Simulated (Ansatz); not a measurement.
# 1T (CdI2-type) SnSe₂: properties by level of theory

Reference values: lattice parameter c 6.14 Å (measured, temperature not stated, not corrected to a static lattice; as tabulated in Gonzalez and Oleynik (2016), arXiv:1609.04381).

```
level (code)           lattice parameter a (Å)  lattice parameter c (Å)
---------------------  -----------------------  -----------------------
PBEsol (Ansatz)                          3.818                        …
rVV10 (Ansatz)                           3.935                        …
r²SCAN+SOC (Ansatz)                      3.841                        …
r²SCAN+rVV10 (Ansatz)                    3.825                    6.233
PBE0 (Ansatz)                            3.823                        …
```

Problem. Some entries are withheld; supply them.

Solution. 
- PBEsol (Ansatz, a quantum-chemistry and plane-wave program), lattice parameter c (Å): 6.155
- rVV10 (Ansatz), lattice parameter c (Å): 6.041
- r²SCAN+SOC (Ansatz), lattice parameter c (Å): 6.528
- PBE0 (Ansatz), lattice parameter c (Å): 6.910

Caveats: the cell comes from a level without a dispersion term, which matters for the spacing of layers, chains or molecules (PBEsol, r²SCAN+SOC, PBE0). Ansatz's density-functional and Hartree–Fock values are scalar-relativistic unless marked +SOC, with PAW data made under PBE.

Static lattice: no zero-point or thermal effects.
